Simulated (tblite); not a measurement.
What does the GFN2-xTB structure of `CS(=O)(=O)C=[N]` [radical] look like in three dimensions? (Doublet state.)

```xyz
10
C2H4NO2S angstrom
C     -1.3058   -0.3839    0.1534
S      0.0875    0.7718   -0.0635
O     -0.0314    1.4358   -1.3332
O      0.2243    1.5862    1.1127
C      1.6956   -0.4029   -0.1470
N      1.4981   -1.5532    0.0258
H     -1.0568   -1.0230    0.9895
H     -2.1857    0.2148    0.3517
H     -1.4010   -0.9451   -0.7656
H      2.4842    0.3043   -0.3462
```

Orientation and origin are arbitrary. Atoms count from 1 in this order. C5 (carbon bonded to N, S and H) is planar (angles 142.1°, 115.7° and 102.2°, sum 360.0°, 0.00 Å off the plane of its three neighbours). S2 (sulfur bonded to 2 C and 2 O) is distorted tetrahedral (angles from 104.4° to 118.0°). Of the pairs four or more bonds apart, N6···H7 is among the closest relative to their van der Waals radii: 2.78 Å, 101 % of the sum of Bondi's values. The 2 C–S bonds span 1.823 Å (C1–S2, drawn single) to 1.993 Å (S2–C5, drawn single), a spread of 0.170 Å.

Bonds between heavy atoms (Å): C1–S2 1.823, S2=O3 1.438, S2=O4 1.437, S2–C5 1.993, C5=N6 1.180.

Computed geometry: GFN2-xTB, gas phase. This method treats the open shell by occupation alone, without spin polarisation.

Point group: near Cs, missed by 0.27 Å at most; the miss may be what the optimiser left on a soft mode. Its GFN2-xTB frequencies are all real (lowest 23 cm⁻¹). Torsions: C1–S2–C5–N6 -4°.

One conformer stands for the species.
